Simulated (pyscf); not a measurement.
SnH₄ + HCl → Cl–SnH₃ + H₂ (four-centre exchange; singlet surface; H–Sn, Cl–H broken, Cl–Sn, H–H formed). Single points on ωB97X-D3(BJ)/def2-SVP structures (PySCF, gas phase). Energies in kJ/mol from the separated reactants.

| level | barrier | reaction energy |
|---|---|---|
| r²SCAN/def2-TZVP | 100.5 | -75.8 |
| B3LYP-D3(BJ)/def2-TZVP | [?] | -74.6 |
| PBE0-D3(BJ)/def2-TZVP | 106.0 | -70.1 |
| M06-2X/def2-TZVP | 102.9 | -92.0 |
| ωB97M-D3(BJ)/def2-TZVP | [?] | [?] |
| HF/def2-TZVP | 176.4 | -68.9 |

Question: What belongs in the gaps?

Answer: 
- B3LYP-D3(BJ)/def2-TZVP, barrier: 110.1
- ωB97M-D3(BJ)/def2-TZVP, barrier: 125.6
- ωB97M-D3(BJ)/def2-TZVP, reaction energy: -67.2

The functionals in the table span 25.1 kJ/mol in this barrier, from r²SCAN to ωB97M-D3(BJ)/def2-TZVP. This is the saddle that the search found; another between the same sides may lie lower. Elements past Kr carry the def2 core potentials, without spin-orbit coupling.
